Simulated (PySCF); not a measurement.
Compound: C4H6O.
Atom-mapped SMILES: `[OH:1][C@H:2]1[C@H:3]2[CH2:4][C@@H:5]12` (hydrogens: H6 on O1; H7 on C2; H8 on C3; H9, H10 on C4; H11 on C5)

Structure used (PBE0-D3(BJ)/def2-SVP), in Å, numbered top down from 1:
```xyz
11
C4H6O angstrom
O     -1.2334    0.0384    1.3343
C     -1.0050    0.4610    0.0300
C      0.3051    1.0446   -0.3243
C      1.1599   -0.1567   -0.0921
C     -0.0954   -0.2731   -0.8956
H     -1.7668   -0.7623    1.2901
H     -1.8770    0.9378   -0.4451
H      0.5450    1.9849   -0.8195
H      1.1909   -0.5959    0.9115
H      2.1051   -0.2010   -0.6445
H     -0.2370   -0.5736   -1.9337
```

Computed with PySCF 2.14.0, PBE0-D3(BJ)/def2-SVP geometry optimisation, gas phase.

Take the most abundant isotopes and a rigid rotor. The values belong to one conformer with, in the numbering `[OH:1][C@H:2]1[C@H:3]2[CH2:4][C@@H:5]12`, H–O1–C2–C3 -143°.

(1) Give the principal moments of inertia and the rotational constants in GHz.

(2) What kind of rotor is it?

(3) Is it planar, by Δ = Ic − Ia − Ib?

(4) Give the other two planar moments, Paa and Pbb, and the rms extents of the mass along the axes.

(5) Which types of transition are allowed, and where do some lines up to J = 3 fall?

Results:

(1) Ia = 45.12, Ib = 103.46, Ic = 111.99 u·Å²; 505379 MHz·u·Å²/I gives 11201, 4885 and 4513 MHz, that is A = 11.201, B = 4.8849, C = 4.5125 GHz.

(2) An asymmetric top; Ray's κ = -0.889.

(3) Not planar: Δ = Ic − Ia − Ib = -36.58 u·Å². For a rigid frame Δ = −2 Σ m c², so Σ m c² = 18.29 u·Å² lies off the ab plane: 4.90 from hydrogen and 13.39 from heavier atoms. The atom farthest from that plane is 1.46 Å away.

(4) Paa = Σ m a² = (Ib + Ic − Ia)/2 = 85.17 and Pbb = Σ m b² = (Ia + Ic − Ib)/2 = 26.83 u·Å². With the mass M = 70.04 u, the rms extents √(P/M) along a, b and c are 1.10, 0.62, 0.51 Å.

(5) The dipole components are |μa| = 0.60 D, |μb| = 1.16 D, |μc| = 1.31 D. The squared components, which scale the intensities, stand as 0.21 : 0.79 : 1.00 (a : b : c). Some lines, for components of 0.1 D or more:

| type | branch | J(Ka,Kc) | MHz | lower level (cm⁻¹) |
| --- | --- | --- | --- | --- |
| a | Q | 1(1,0) ← 1(1,1) | 372 | 0.524 |
| a | Q | 3(1,2) ← 3(1,3) | 2234 | 2.060 |
| c | Q | 3(2,2) ← 3(1,2) | 18401 | 2.135 |
| a | R | 2(1,2) ← 1(1,1) | 18422 | 0.524 |
| a | R | 2(1,1) ← 1(1,0) | 19167 | 0.537 |
| a | R | 3(2,2) ← 2(2,1) | 28192 | 1.808 |
| a | R | 3(1,2) ← 2(1,1) | 28741 | 1.176 |
| b | Q | 3(3,1) ← 3(2,2) | 32522 | 2.748 |
| b | R | 3(1,3) ← 2(0,2) | 33584 | 0.940 |
| c | R | 3(1,2) ← 2(0,2) | 35818 | 0.940 |
| c | R | 2(2,0) ← 1(1,0) | 38132 | 0.537 |
| c | R | 3(3,1) ← 2(2,1) | 60714 | 1.808 |
| b | R | 3(3,0) ← 2(2,1) | 60715 | 1.808 |

No PBE0-D3(BJ)/def2-SVP frequencies stand behind this structure, so it isn't proved a minimum. No vibrational averaging or centrifugal distortion is included, and the geometry carries the error of its method.
